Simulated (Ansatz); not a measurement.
# B₂, singlet: the ladder up to full CI

Geometry: a point of a stretch scan, not a stationary point.

```xyz
2

B     0.0000    0.0000    0.0000
B     0.0000    0.0000    3.5550
```

Basis cc-pVDZ; Ansatz 0.2.0. Correlated methods freeze the noble-gas cores, which leaves 6 electrons in 26 orbitals. R marks a restricted (for open shells ROHF) determinant, U an unrestricted one. Active spaces: valence = (6e, 8o) chosen from the atoms' valence shells; pair = (2e, 2o) about the gap.

Full CI is exact within this basis and frozen core; it isn't the basis-set limit. The frozen core follows each run's orbitals, which can shift R against U totals by a few meV.

Unrestricted rows (U) aren't spin-pure: their determinants' ⟨S²⟩ exceeds S(S+1) by up to 1.03, so they mix in states of higher spin.

- UHF ⟨S²⟩: 1.027
- T1 diagnostic (RCCSD): 0.0436
- largest doubles amplitude (RCCSD): 0.512

```tsv
level	E − E(full CI) (kJ/mol)	share of correlation (%)	wall time
RHF	543.8	0.00	–
UHF	328.4	39.62	0.63 s
RMP2	218.3	59.86	–
UMP2	134.1	75.34	–
CISD	100.2	81.57	0.3 s
RCCSD*	38.2	92.97	–
UCCSD	17.4	96.80	–
RCCSD(T)*	3.7	99.32	1.1 s
UCCSD(T)	12.3	97.75	3.5 s
BCCD(T)*	4.2	99.22	1.1 s
RCCSDT*	1.5	99.72	–
UCCSDT*	4.0	99.27	–
CISDTQ	5.8	98.93	2.1 s
RCCSDT(Q)*	0.3	99.94	2.3 s
UCCSDT(Q)*	-1.1	100.20	14 s
RCCSDTQ*	0.1	99.98	20 s
CASSCF (pair space)	338.2	37.81	–
NEVPT2 (pair space)	121.7	77.63	0.15 s
MRCISD (pair space)	28.4	94.78	–
MRCISD+Q (pair space)	-11.0	102.01	0.27 s
```

An asterisk marks runs whose energy the program itself flagged as in doubt.

The correlation energy at full CI, counted from RHF, is -5.636 eV. That run took 8 s on 1 thread of AMD EPYC 7B13, shared host over 845,472 determinants.

Run but not shown, since their state, orbitals or frozen core can't be matched to the reference's or they repeat it: CASSCF (valence space), NEVPT2 (valence space), MRCISD (valence space), MRCISD+Q (valence space).

Times hold each run's SCF and search for its determinant on a shared host, so for small cases they say little of a method's own cost; they ran on 1 thread of AMD EPYC 7B13.

More than 5 meV below full CI, which no variational method can be: UCCSDT(Q), MRCISD+Q (pair space).

The full-CI state has the irrep Ag of D2h, in the program's axes (one component, if the state is degenerate).

Natural occupations of full CI about the gap: 1.883 1.872 1.358 0.499 0.088 0.088 0.074 0.074 0.009 0.008; effectively unpaired electrons, Σ n²(2−n)², 1.53. No single determinant describes this state well, so single-reference rows can miss without a flag.
